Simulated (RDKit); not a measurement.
**C3H3FO (SMILES OC1=C(F)C1) at 3 levels**

We compute a comparison of 3 runs (MMFF94, UFF, extended Hückel) of C3H3FO. Input form: a Python script.

Program for the calculation: RDKit 2026.09.1.

1 further run of the same task is left out (set aside as unsound or not needed).

## Step 1: Starting point

C3H3FO: 8 atoms, total charge 0, spin state singlet. As SMILES, `OC1=C(F)C1`. The coordinates come from a GFN2-xTB relaxation. This is one conformer, not always the lowest.

Bond lengths: O1–C2 1.330 Å, C2–C3 1.294 Å, C3–F4 1.331 Å, C2–C5 1.514 Å, C3–C5 1.499 Å, O1–H6 0.966 Å, C5–H7 1.086 Å, C5–H8 1.085 Å. Some angles: O1–C2–C3 153.8°, O1–C2–C5 142.2°, C3–C2–C5 64.0°, C2–C3–F4 150.5°, C2–C3–C5 65.2°, F4–C3–C5 144.4°, C2–C5–C3 50.9°, C2–O1–H6 110.8°, C2–C5–H7 119.6°, C2–C5–H8 119.6°.

## Step 2: A single-point energy at MMFF94 (run 1)

Input file mol.sdf:

```

     RDKit          3D

  8  8  0  0  0  0  0  0  0  0999 V2000
   -0.4888    0.7440    1.6274 O   0  0  0  0  0  0  0  0  0  0  0  0
   -0.1547    0.2658    0.4319 C   0  0  0  0  0  0  0  0  0  0  0  0
   -0.0484    0.3292   -0.8563 C   0  0  0  0  0  0  0  0  0  0  0  0
   -0.2098    0.9892   -2.0010 F   0  0  0  0  0  0  0  0  0  0  0  0
    0.4376   -0.9510   -0.2464 C   0  0  0  0  0  0  0  0  0  0  0  0
   -0.8828    1.6227    1.5480 H   0  0  0  0  0  0  0  0  0  0  0  0
   -0.1556   -1.8556   -0.3387 H   0  0  0  0  0  0  0  0  0  0  0  0
    1.5026   -1.1444   -0.1650 H   0  0  0  0  0  0  0  0  0  0  0  0
  2  1  1  0
  3  2  2  0
  4  3  1  0
  5  3  1  0
  5  2  1  0
  6  1  1  0
  7  5  1  0
  8  5  1  0
M  END
$$$$
```

Input file job.py:

```python
import json
import numpy as np
from rdkit import Chem
from rdkit.Chem import AllChem

mol = Chem.MolFromMolFile("mol.sdf", removeHs=False)
symbols = [a.GetSymbol() for a in mol.GetAtoms()]
start = mol.GetConformer().GetPositions().copy()

props = AllChem.MMFFGetMoleculeProperties(mol, mmffVariant="MMFF94")
ff = AllChem.MMFFGetMoleculeForceField(mol, props)
e = ff.CalcEnergy()
g = np.array(ff.CalcGrad()).reshape(-1, 3)
print(f"MMFF94 energy {e:.5f} kcal/mol, gradient norm {np.linalg.norm(g):.4f} kcal/mol/angstrom")
print("atom  type  charge   gradient")
for i, a in enumerate(symbols):
    print(f"{a:<2}{i + 1:<3} {props.GetMMFFAtomType(i):4d} {props.GetMMFFPartialCharge(i):8.4f}  " + " ".join(f"{c:9.4f}" for c in g[i]))
names = ["Bond", "Angle", "StretchBend", "Oop", "Torsion", "VdW", "Ele"]
terms = []
for name in names:
    for other in names:
        getattr(props, f"SetMMFF{other}Term")(other == name)
    terms.append(AllChem.MMFFGetMoleculeForceField(mol, props).CalcEnergy())
    print(f"{name:<12} {terms[-1]:11.5f} kcal/mol")
json.dump(dict(symbols=symbols, start=start.tolist(), energy=e, gradient=g.tolist(), charges_other=[props.GetMMFFPartialCharge(i) for i in range(len(symbols))], atom_types=[str(props.GetMMFFAtomType(i)) for i in range(len(symbols))], energy_term_names=names, energy_terms=terms), open("results.json", "w"))
```

Command:

```console
$ python job.py
```

What it wrote:

```text
MMFF94 energy 59.00013 kcal/mol, gradient norm 78.8291 kcal/mol/angstrom
atom  type  charge   gradient
O 1      6  -0.5267    -8.8838   15.6434   16.9027
C 2      2   0.0367   -10.4690   27.4304    0.7457
C 3      2   0.1095   -12.4935   26.8563   -0.7424
F 4     11  -0.1495    -0.9607    9.0843  -23.7487
C 5     22  -0.1200    20.4801  -47.6825   -0.7154
H 6     29   0.4500     1.5979   -6.1568    8.4195
H 7      5   0.1000     9.3133  -10.9235   -0.0481
H 8      5   0.1000     1.4157  -14.2516   -0.8134
Bond             4.29327 kcal/mol
Angle           60.79681 kcal/mol
StretchBend     -2.11108 kcal/mol
Oop              0.00017 kcal/mol
Torsion         -0.66452 kcal/mol
VdW             -0.15505 kcal/mol
Ele             -3.15948 kcal/mol
```

Run time: 0.24 s. Hardware: 1 thread of Intel Xeon Platinum 8259CL at 2.50GHz (Skylake/Cascade Lake), shared host.

## Step 3: A single-point energy at UFF (run 2)

Input file mol.xyz:

```xyz
8

O     -0.488810     0.744010     1.627410
C     -0.154720     0.265830     0.431930
C     -0.048440     0.329230    -0.856270
F     -0.209780     0.989190    -2.000960
C      0.437560    -0.951030    -0.246430
H     -0.882760     1.622710     1.548030
H     -0.155650    -1.855590    -0.338740
H      1.502590    -1.144360    -0.164970
```

Input file run.py:

```python
# UFF energy with RDKit
import json
import numpy as np
from rdkit import Chem
from rdkit.Chem import AllChem
from rdkit.Chem import rdDetermineBonds

m = Chem.MolFromXYZFile("mol.xyz")
rdDetermineBonds.DetermineBonds(m, charge=0)
print("perceived SMILES:", Chem.MolToSmiles(Chem.RemoveHs(m)))
symbols = [a.GetSymbol() for a in m.GetAtoms()]
start = m.GetConformer().GetPositions().copy()

ff = AllChem.UFFGetMoleculeForceField(m)
e = ff.CalcEnergy()
g = np.array(ff.CalcGrad()).reshape(-1, 3)
print(f"UFF energy {e:.5f} kcal/mol, gradient norm {np.linalg.norm(g):.4f} kcal/mol/angstrom")
json.dump(dict(symbols=symbols, start=start.tolist(), energy=e, gradient=g.tolist()), open("results.json", "w"))
```

Command:

```console
$ python run.py
```

What it wrote:

```text
perceived SMILES: OC1=C(F)C1
UFF energy 146.39037 kcal/mol, gradient norm 437.2177 kcal/mol/angstrom
```

Wall time 0.24 s (1 thread of Intel Xeon Platinum 8259CL at 2.50GHz (Skylake/Cascade Lake), shared host).

## Step 4: Energy and one-electron properties at extended Hückel (run 3)

mol.xyz is that of step 3.

Input file ff.py:

```python
import json
import numpy as np
from rdkit import Chem
from rdkit.Chem import AllChem
from rdkit.Chem import rdDetermineBonds
from rdkit.Chem import rdEHTTools

mol = Chem.MolFromXYZFile("mol.xyz")
symbols = [a.GetSymbol() for a in mol.GetAtoms()]
start = mol.GetConformer().GetPositions().copy()

ok, res = rdEHTTools.RunMol(mol, keepOverlapAndHamiltonianMatrices=True)
if not ok:
    raise RuntimeError("the extended Hueckel run failed")
eps = np.array(res.GetOrbitalEnergies())
nel = res.numElectrons
homo = (nel + 1) // 2 - 1
print(f"{res.numOrbitals} orbitals, {nel} valence electrons, sum of one-electron energies {res.totalEnergy:.4f} eV")
for i in range(max(0, homo - 3), min(len(eps), homo + 6)):
    print(f"{i + 1:4d} {eps[i]:10.4f} eV", "(HOMO)" if i == homo else "(LUMO)" if i == homo + 1 else "")
q = np.array(res.GetAtomicCharges())
print("Mulliken charges:", " ".join(f"{a}{i + 1}={c:+.3f}" for i, (a, c) in enumerate(zip(symbols, q))))
op = res.GetReducedOverlapPopulationMatrix()
pairs = [(k, i, op[i * (i + 1) // 2 + k]) for i in range(len(symbols)) for k in range(i) if abs(op[i * (i + 1) // 2 + k]) > 0.1]
print("reduced overlap populations above 0.1")
for k, i, p in pairs:
    print(f"  {symbols[k]}{k + 1}-{symbols[i]}{i + 1} {p:7.3f}")
json.dump(dict(symbols=symbols, start=start.tolist(), energy=res.totalEnergy * 23.060548, homo=eps[homo], lumo=eps[homo + 1] if homo + 1 < len(eps) else None, orbital_energies=eps.round(4).tolist(), charges_mulliken=q.tolist(), bond_orders=[[k + 1, i + 1, round(p, 4)] for k, i, p in pairs], nel=nel), open("results.json", "w"))
```

Command:

```console
$ python ff.py
```

What it wrote:

```text
!!! Warning !!! Distance between atoms 6 and 1 (0.966236 A) is suspicious.
23 orbitals, 28 valence electrons, sum of one-electron energies -564.8130 eV
  11   -15.1441 eV
  12   -13.5977 eV
  13   -13.2183 eV
  14   -11.8927 eV (HOMO)
  15    -6.7566 eV (LUMO)
  16    -1.9779 eV
  17     1.6358 eV
  18     7.1261 eV
  19    10.2512 eV
Mulliken charges: O1=-0.685 C2=+0.344 C3=+0.496 F4=-0.510 C5=-0.076 H6=+0.420 H7=+0.006 H8=+0.006
reduced overlap populations above 0.1
  O1-C2   0.655
  C2-C3   1.322
  C3-F4   0.504
  C2-C5   0.596
  C3-C5   0.610
  O1-H6   0.612
  C5-H7   0.795
  C5-H8   0.795
```

Wall time 0.24 s (1 thread of Intel Xeon Platinum 8259CL at 2.50GHz (Skylake/Cascade Lake), shared host).

Atomic charges (e):

```csv
atom,Mulliken
O1,-0.685
C2,+0.344
C3,+0.496
F4,-0.510
C5,-0.076
H6,+0.420
H7,+0.006
H8,+0.006
```

## Step 5: Overview of the runs

```csv
run,level,task,energy (Eh),largest force (eV/Å),wall time
1,MMFF94,energy,0.094023,2.251,0.24 s
2,UFF,energy,0.233288,12.400,0.24 s
3,extended Hückel,properties,-20.756493,–,0.24 s
```

## Step 6: Results

```
                      quantity         value
run 3: sum of orbital energies  -20.75649 Eh
            run 3: HOMO energy     -11.89 eV
            run 3: LUMO energy      -6.76 eV
          run 3: HOMO–LUMO gap       5.14 eV
```

Force-field and semi-empirical energies have zeros of their own, so their totals don't compare. All runs together took 0.72 s, the longest 0.24 s.
